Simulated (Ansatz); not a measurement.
The first iterations of a band of AlFH2 + H2 (6 atoms, charge 0, multiplicity 1).

Method: RKS PBE0-D4/def2-SVP in Ansatz 0.2.0.

```
movable images  : 2
climbing image  : yes
spring          : 5.0 eV/Å²
optimiser       : quadratic models (default)
start path      : through a guess of the saddle point
force threshold : 0.03 eV/Å
iteration limit : 60
end points      : relaxed
```

Image 0:

```xyz
6
Properties=species:S:1:pos:R:3
Al 0.004 0.127 0.122
F -0.003 0.627 1.721
H 1.408 0.043 -0.601
H -1.399 -0.031 -0.589
H 0.068 -2.088 0.628
H 0.059 -1.760 1.320
```

Image 3:

```xyz
6
Properties=species:S:1:pos:R:3
Al 0.018 -0.391 -0.179
F 0.015 -0.089 1.862
H 1.395 0.215 -0.680
H -1.394 0.140 -0.667
H 0.060 -1.909 0.442
H 0.042 -1.049 1.824
```

| iteration | highest image above the first end (eV) | largest band force component (eV/Å) |
| --- | --- | --- |
| 1 | 1.652 | 2.599 |
| 2 | 1.199 | 2.269 |
| 3 | 1.192 | 0.844 |

Task: Does the band converge within its limit, and where does its top end?

Result: It converged. It ended after 10 iterations with the highest image 1.200 eV above the first end. Another band between the same ends (5 images) ends at a top of the same energy, where a vibrational analysis finds 1 clearly imaginary mode. So few images can step over the top or miss a turn of the path. The orbitals stay closed-shell, which can raise the energy where a bond breaks towards radicals; this wasn't checked here.

Time of the run: 18 s on 1 thread of Intel(R) Xeon(R) Platinum 8488C (Sapphire Rapids), with other jobs on the host, peak memory 0.12 GiB.
